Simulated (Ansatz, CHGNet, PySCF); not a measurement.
**Zinc-blende AlN (metastable phase): lattice constant a by level of theory**

No measured value is used here.

```csv
level (code),value (Å)
CHGNet 0.3.0,4.399
LDA (Ansatz),4.342
PBE (Ansatz),4.403
PBE-D4 (Ansatz),4.369
r²SCAN+rVV10 (Ansatz),4.365
r²SCANh (Ansatz),4.361
Hartree–Fock (Ansatz),4.360
MP2 (PySCF),4.388 ± 0.02
CCSD (PySCF),4.372 ± 0.02
CCSD(T) (PySCF),4.383 ± 0.02
```

A ± on a computed value is a rough bar: the spread of its extrapolation, a floor set from checks against published values, or a statistical error. Cutoffs and k meshes differ between the levels. Ansatz's density-functional and Hartree–Fock values are scalar-relativistic unless marked +SOC, with PAW data made under PBE.

Machine-learned potentials (CHGNet 0.3.0) are trained on DFT data: a solid inside that data is no test of them.

Ansatz is a quantum-chemistry and plane-wave program.
